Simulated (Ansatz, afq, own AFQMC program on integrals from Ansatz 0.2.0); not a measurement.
## GeH2O, singlet: a scan with AFQMC

```xyz
4

Ge    0.0000   -0.0451    0.3362
O     0.0000    0.1518   -1.4436
H     0.0000    1.5359    0.5766
H     0.0000   -0.6985   -1.8920
```

The angle O2–Ge1–H3 is changed with bond lengths fixed. Energies in kcal/mol count from this geometry (92.335 °) at the same level; the start stands on RHF, each point on the determinant named.

Basis cc-pVTZ. Only valence electrons are correlated. Integrals, coupled cluster, full CI and functionals: Ansatz 0.2.0; the random walks run on the same integrals in our own AFQMC program. The CISD trial takes its coefficients from CCSD amplitudes. Released means that phaseless walkers are propagated on without the constraint, phases kept. ± is one standard error of the sampling. No spin–orbit coupling.

Cautions, each for one point or more: CCSDT(Q) on the UHF determinant differs, perhaps since the unrestricted series falls towards higher spin; higher spins were not checked; inner d shell frozen; no relativity below Rb; no spin-orbit coupling; restricted determinant unstable towards unrestricted; strong correlation.

```csv
angle O2–Ge1–H3 / °,det.,T1,weight,CCSD(T),ph-AFQMC/CISD,released AFQMC,CCSDT(Q),MP2,CCSD
85.500,RHF,0.018,0.87,1.1,1.0 ± 0.2,1.4 ± 0.2,1.1,1.1,1.2
103.300,RHF,0.018,0.87,2.0,2.0 ± 0.2,2.0 ± 0.3*,2.0,2.1,1.9
139.100,RHF,0.018,0.86,33.7,33.5 ± 0.2,33.5 ± 0.3*,33.6,34.8,34.1
180.000,RHF¶,0.053,0.78,89.3,87.5 ± 0.2,87.3 ± 0.4*,87.1,94.0,93.7
```

Weight is that of the determinant in the CISD state; at the start T1 is 0.018 and the weight 0.87. ¶ marks points with a poor determinant and no full CI, where no value is sure; they don't count among the departures. An asterisk marks released energies that aren't shown to be converged. Largest departures from CCSDT(Q), at the points where its series has closed: CCSD(T) 0.1 kcal/mol at 139.100 (on RHF), ph-AFQMC/CISD -0.1 kcal/mol at 85.500 (on RHF) (within the noise), MP2 1.2 kcal/mol at 139.100 (on RHF), CCSD 0.5 kcal/mol at 139.100 (on RHF).

Some points may be missing: those where a free walk finds a much lower state, and past Zn most of those on another determinant than at the start.

A walk keeps the symmetry of its determinant, which the program's search chose and which needn't be the lowest solution, so a lower state of the same spin and another symmetry isn't excluded.
